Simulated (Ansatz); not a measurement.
Basis-set extrapolation for `O[Si]Cl` (PBE0-D4/def2-TZVP geometry, frozen core, Ansatz 0.2.0). Multiplicity 1, RHF reference.

```csv
,cc-pV(T+d)Z,cc-pV(Q+d)Z
HF,-824.018499,-824.031613
MP2 correlation,-0.528450,-0.575540
CCSD(T) correlation,-0.577867,-0.623913
```

Energies in hartree. Use E(X) = E(∞) + A·exp(−5.46·√X) for Hartree–Fock and E(X) = E(∞) + B·X^(−3.05) for correlation, with X = 3 and 4.

**Question.** What is the CCSD(T) energy at the basis-set limit?

**Answer.** HF limit: -824.031613 + (-0.013114) × 0.30130 = -824.03556. Correlation limit: -0.623913 + (-0.046046) × 0.71189 = -0.65669. Total: -824.69225 hartree, 251.7 kJ/mol below CCSD(T)/cc-pV(T+d)Z.
